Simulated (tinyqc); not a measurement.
Worked calculation (part 2 of 2): CIS and TDHF on RHF in the sto-3g basis, for H2O, spin multiplicity 1. Computed by tinyqc, a small Python program that keeps every step (integrals from PySCF). Command: `OMP_NUM_THREADS=1 python tinyqc.py 21486 21487 out.jsonl` (the two numbers bound the seeds that draw the settings). One thread of a shared host (Intel(R) Xeon(R) Processor @ 2.60GHz), about 0.07 s of CPU time with the checks.

Geometry (angstrom):

| atom | x | y | z |
|---|---|---|---|
| O | 0.000000 | 0.000000 | 0.000000 |
| H | 0.000000 | 0.773000 | 0.546000 |
| H | 0.000000 | -0.808000 | 0.571000 |

## CIS matrix, singlets

orbital energies (hartree): MO1 -20.235453, MO2 -1.257365, MO3 -0.619691, MO4 -0.439392, MO5 -0.386517, MO6 0.582035, MO7 0.748472

Given earlier and not repeated: Two-electron integrals over orbitals (pq|rs).

A(ia,jb) = (e_a - e_i) d_ij d_ab + 2 (ia|jb) - (ij|ab).

CIS matrix A, singlet (hartree):
```
           1>6        1>7        2>6        2>7        3>6        3>7        4>6        4>7
1>6  20.087459  -0.010968   0.019954   0.004476   0.002411   0.022127  -0.020357  -0.001865
1>7  -0.010968  20.153902   0.004347   0.046598   0.001502  -0.005424  -0.001028  -0.029549
2>6   0.019954   0.004347   1.432311  -0.010675  -0.004511  -0.053282   0.063383  -0.011216
2>7   0.004476   0.046598  -0.010675   1.508240   0.031691   0.005566  -0.014507  -0.016683
3>6   0.002411   0.001502  -0.004511   0.031691   0.786307   0.016675  -0.025370  -0.040285
3>7   0.022127  -0.005424  -0.053282   0.005566   0.016675   1.059716  -0.102839   0.012732
4>6  -0.020357  -0.001028   0.063383  -0.014507  -0.025370  -0.102839   0.611282  -0.002815
4>7  -0.001865  -0.029549  -0.011216  -0.016683  -0.040285   0.012732  -0.002815   0.712023
5>6   0.000000   0.000000   0.000000   0.000000   0.000000   0.000000   0.000000   0.000000
5>7   0.000000   0.000000   0.000000   0.000000   0.000000   0.000000   0.000000   0.000000

           5>6        5>7
1>6   0.000000   0.000000
1>7   0.000000   0.000000
2>6   0.000000   0.000000
2>7   0.000000   0.000000
3>6   0.000000   0.000000
3>7   0.000000   0.000000
4>6   0.000000   0.000000
4>7   0.000000   0.000000
5>6   0.461016  -0.008116
5>7  -0.008116   0.558558
```

## CIS singlet states

dipole integrals <i|r|a> (bohr):
```
             x          y          z
1>6   0.000000   0.007878  -0.041577
1>7   0.000000   0.056174   0.005872
2>6   0.000000   0.000401   0.088542
2>7   0.000000  -0.147780  -0.027478
3>6   0.000000   0.869749  -0.089610
3>7   0.000000  -0.120396  -0.604517
4>6   0.000000  -0.126074   0.436294
4>7   0.000000  -0.654560  -0.039389
5>6  -0.077208   0.000000   0.000000
5>7   0.010428   0.000000   0.000000
```

Diagonalise A (1 hartree = 27.211386 eV); each vector has its largest component positive (the first on a tie). The transition dipole is mu = sqrt2 sum c_ia <i|r|a>.

singlet excitation energies (eV): 12.526627  15.217391  15.873584  18.876765  21.852474  29.167287  39.317209  41.164604  546.561697  548.467895

lowest vectors:
```
      state 1    state 2    state 3    state 4    state 5    state 6
1>6  0.000000   0.000000   0.000837   0.000032  -0.000142  -0.001515
1>7  0.000000   0.000000   0.000135   0.001327  -0.000581   0.000298
2>6  0.000000   0.000000  -0.058992   0.016841   0.000254   0.177372
2>7  0.000000   0.000000   0.010210   0.002968  -0.051287  -0.018221
3>6  0.000000   0.000000   0.108571   0.393077   0.909513   0.065222
3>7  0.000000   0.000000   0.198371  -0.064130  -0.067777   0.962258
4>6  0.000000   0.000000   0.971731  -0.059829  -0.074116  -0.193536
4>7  0.000000   0.000000   0.031848   0.915153  -0.400087   0.023558
5>6  0.996603  -0.082355   0.000000   0.000000   0.000000   0.000000
5>7  0.082355   0.996603   0.000000   0.000000   0.000000   0.000000
```

oscillator strengths 2/3 w |mu|^2: 0.003553  0.000209  0.068596  0.057300  1.247572  0.619436

## TDHF (RPA) singlet states

B(ia,jb) = 2 (ia|jb) - (ib|ja); the squared energies are the eigenvalues of (A - B)(A + B); 1 hartree = 27.211386 eV.

TDHF matrix B, singlet (hartree):
```
           1>6        1>7        2>6        2>7        3>6        3>7        4>6        4>7
1>6   0.030342  -0.001793   0.006456   0.002089   0.000257   0.016903   0.000086  -0.002541
1>7  -0.001793   0.022149   0.001895   0.018514  -0.014036  -0.001124  -0.001285  -0.012637
2>6   0.006456   0.001895   0.099186  -0.007223  -0.015008  -0.117174   0.060688  -0.008656
2>7   0.002089   0.018514  -0.007223   0.064050   0.010286   0.017470  -0.013592  -0.015738
3>6   0.000257  -0.014036  -0.015008   0.010286   0.076478   0.011847  -0.019601  -0.012006
3>7   0.016903  -0.001124  -0.117174   0.017470   0.011847   0.149430  -0.105837   0.013950
4>6   0.000086  -0.001285   0.060688  -0.013592  -0.019601  -0.105837   0.068385   0.003732
4>7  -0.002541  -0.012637  -0.008656  -0.015738  -0.012006   0.013950   0.003732   0.066091
5>6   0.000000   0.000000   0.000000   0.000000   0.000000   0.000000   0.000000   0.000000
5>7   0.000000   0.000000   0.000000   0.000000   0.000000   0.000000   0.000000   0.000000

           5>6        5>7
1>6   0.000000   0.000000
1>7   0.000000   0.000000
2>6   0.000000   0.000000
2>7   0.000000   0.000000
3>6   0.000000   0.000000
3>7   0.000000   0.000000
4>6   0.000000   0.000000
4>7   0.000000   0.000000
5>6   0.038089  -0.002156
5>7  -0.002156   0.025126
```

squared energies w^2 (hartree^2): 0.210491  0.312072  0.335253  0.477649  0.637538  1.104465  2.044650  2.279340  403.436644  406.255378

TDHF energies from the positive w^2 (eV): 12.484382  15.201217  15.755679  18.806380  21.727195  28.597401  38.909907  41.082342  546.560621  548.466654

## CIS matrix, triplets

A(ia,jb) = (e_a - e_i) d_ij d_ab - (ij|ab).

CIS matrix A, triplet (hartree):
```
           1>6        1>7        2>6        2>7        3>6        3>7        4>6        4>7
1>6  20.026774  -0.007382   0.007042   0.000427   0.001897   0.008948  -0.020529   0.002379
1>7  -0.007382  20.109604   0.000427   0.009569   0.008948  -0.003176   0.002379  -0.004275
2>6   0.007042   0.000427   1.233939   0.003771   0.025506   0.096092  -0.057993   0.009387
2>7   0.000427   0.009569   0.003771   1.380139   0.096092  -0.029373   0.009387   0.014792
3>6   0.001897   0.008948   0.025506   0.096092   0.633351  -0.007020   0.013832   0.046281
3>7   0.008948  -0.003176   0.096092  -0.029373  -0.007020   0.760856   0.046281  -0.015168
4>6  -0.020529   0.002379  -0.057993   0.009387   0.013832   0.046281   0.474512  -0.010279
4>7   0.002379  -0.004275   0.009387   0.014792   0.046281  -0.015168  -0.010279   0.579842
5>6   0.000000   0.000000   0.000000   0.000000   0.000000   0.000000   0.000000   0.000000
5>7   0.000000   0.000000   0.000000   0.000000   0.000000   0.000000   0.000000   0.000000

           5>6        5>7
1>6   0.000000   0.000000
1>7   0.000000   0.000000
2>6   0.000000   0.000000
2>7   0.000000   0.000000
3>6   0.000000   0.000000
3>7   0.000000   0.000000
4>6   0.000000   0.000000
4>7   0.000000   0.000000
5>6   0.384837  -0.003804
5>7  -0.003804   0.508306
```

## CIS triplet states

Diagonalise A (1 hartree = 27.211386 eV); each vector has its largest component positive (the first on a tie).

triplet excitation energies (eV): 10.468759  12.447130  13.834905  15.040172  17.603340  20.532043  34.194423  37.943260  544.939299  547.228273

lowest vectors:
```
      state 1    state 2    state 3    state 4    state 5    state 6
1>6  0.000000   0.001060   0.000000  -0.000227  -0.000090  -0.000157
1>7  0.000000  -0.000069   0.000000   0.000424  -0.000208   0.000114
2>6  0.000000   0.096861   0.000000  -0.016448  -0.053343  -0.162714
2>7  0.000000  -0.004905   0.000000   0.048539  -0.116942   0.056061
3>6  0.000000  -0.120218   0.000000  -0.507806   0.839965  -0.067395
3>7  0.000000  -0.176583   0.000000   0.088011   0.103641   0.956267
4>6  0.000000   0.967146   0.000000  -0.130748   0.076321   0.194577
4>7  0.000000   0.097918   0.000000   0.845379   0.511245  -0.116330
5>6  0.999527   0.000000  -0.030762   0.000000   0.000000   0.000000
5>7  0.030762   0.000000   0.999527   0.000000   0.000000   0.000000
```

## TDHF (RPA) triplet states

B(ia,jb) = - (ib|ja); the squared energies are the eigenvalues of (A - B)(A + B); 1 hartree = 27.211386 eV.

TDHF matrix B, triplet (hartree):
```
           1>6        1>7        2>6        2>7        3>6        3>7        4>6        4>7
1>6  -0.030342   0.001793  -0.006456  -0.001960  -0.000257   0.003723  -0.000086   0.001704
1>7   0.001793  -0.022149  -0.002024  -0.018514  -0.006590   0.001124   0.002122   0.012637
2>6  -0.006456  -0.002024  -0.099186   0.007223   0.015008   0.032200  -0.060688   0.011947
2>7  -0.001960  -0.018514   0.007223  -0.064050   0.074687  -0.017470   0.010302   0.015738
3>6  -0.000257  -0.006590   0.015008   0.074687  -0.076478  -0.011847   0.019601   0.074560
3>7   0.003723   0.001124   0.032200  -0.017470  -0.011847  -0.149430   0.043283  -0.013950
4>6  -0.000086   0.002122  -0.060688   0.010302   0.019601   0.043283  -0.068385  -0.003732
4>7   0.001704   0.012637   0.011947   0.015738   0.074560  -0.013950  -0.003732  -0.066091
5>6   0.000000   0.000000   0.000000   0.000000   0.000000   0.000000   0.000000   0.000000
5>7   0.000000   0.000000   0.000000   0.000000   0.000000   0.000000   0.000000   0.000000

           5>6        5>7
1>6   0.000000   0.000000
1>7   0.000000   0.000000
2>6   0.000000   0.000000
2>7   0.000000   0.000000
3>6   0.000000   0.000000
3>7   0.000000   0.000000
4>6   0.000000   0.000000
4>7   0.000000   0.000000
5>6  -0.038089   0.002156
5>7   0.002156  -0.025126
```

squared energies w^2 (hartree^2): 0.146564  0.191508  0.257849  0.284458  0.411434  0.546573  1.567755  1.933935  401.045626  404.421345

TDHF energies from the positive w^2 (eV): 10.417508  11.908153  13.817612  14.513078  17.454223  20.117528  34.071378  37.841782  544.938584  547.227232
